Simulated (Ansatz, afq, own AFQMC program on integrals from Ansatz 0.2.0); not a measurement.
## NH2S, doublet → NH2S, quartet

```xyz
4

N     0.0000   -0.1878    1.0997
S     0.0000    0.0962   -0.5000
H     0.0000    0.7404    1.5312
H     0.0000   -1.1895   -0.9067
```

Connectivity, by distances: NH–SH.

E(quartet, charge +0) − E(doublet, charge +0) at this geometry, on UHF and UHF determinants.

Basis cc-pVDZ. Noble-gas cores (and the filled d shells of Ga–Kr and In–Xe) are frozen. Ansatz 0.2.0 and our own AFQMC program on the same integrals; the CISD trial comes from CCSD amplitudes, and released means the phaseless constraint is let go. Error bars are statistical, one sigma. The errors of all members are added in quadrature.

No full CI on the walks' own integrals is used here; CCSDT(Q) serves as the reference and is uncertain by about the last step of the cluster series. Each member takes its own surest rung, up to full CI.

Errors are counted within cc-pVDZ, not against nature.

Cautions: NH₂S (doublet): its ph-AFQMC/CISD value lies 44 ± 11 meV above CCSDT(Q); NH₂S (quartet): another spin lies lower, raised T1 diagnostic (T1 0.045, weight of the determinant 0.83, largest double 0.08); the upper state may be diffuse, so the gap hangs on the basis; core correlation is missing, and it shifts such a gap most where an s electron is promoted.

```
level  vertical spin gap (kcal/mol)
   HF                         135.8
 CCSD                         139.0
```

**Question.** From these cheaper values, estimate the vertical spin gap at the reference level in cc-pVDZ.

**Answer.** 136.9 kcal/mol (CCSDT(Q) in cc-pVDZ).

```csv
level,vertical spin gap (kcal/mol),error against CCSDT(Q) (kcal/mol)
MP2,140.0,3.1
CCSD(T),137.6,0.7
CCSDT,137.2,0.2
ph-AFQMC/CISD,137.0 ± 0.6,0.1 ± 0.6
released AFQMC,136.5 ± 0.9,-0.5 ± 0.9
```

Correlation beyond CCSD(T) takes off 0.7 kcal/mol. The perturbative (T) step is worth −1.4 kcal/mol.

A walk keeps the symmetry of its determinant, which the program's search chose and which needn't be the lowest solution, so a lower state of the same spin and another symmetry isn't excluded. Released energies are given only where the last usable release times agree within the noise; a slower fall can still hide under it.
